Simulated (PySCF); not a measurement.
Ionisation energies (eV) were calculated with PySCF 2.14 by PBE, LDA, UHF, in another order, as differences of total energies without spin-orbit coupling. The measured values are between term centres (NIST).

```tsv
species	measured	A	B	C
Be (cc-pVTZ, non-relativistic)	9.323	9.023	8.995	8.045
P (cc-pV(T+d)Z, non-relativistic)	10.526	10.581	10.485	9.912
Ar (cc-pV(T+d)Z, non-relativistic)	15.819	15.995	15.699	14.571
Ti (cc-pVTZ-DK, spin-free X2C)	6.828	6.929	6.691	5.557
Cu (cc-pVTZ-DK, spin-free X2C)	7.726	8.560	8.315	6.574
Kr (cc-pVTZ-DK, spin-free X2C)	14.222	14.334	14.026	13.051
Yb (cc-pVTZ-X2C, spin-free X2C)	6.254	6.540	6.332	5.138
Pb⁺ (cc-pVTZ-PP with ECP60MDF, ECP)	13.869	13.904	13.694	13.185
```

Which column is which method?

A is LDA (mean error 0.16 eV); B is PBE (mean error -0.04 eV); C is UHF (mean error -1.07 eV). LDA overbinds the outer electron and comes out highest. PBE, with gradient corrections, lies close to experiment on average, with errors of both signs. Hartree-Fock lacks the correlation of the electron removed and comes out lowest.
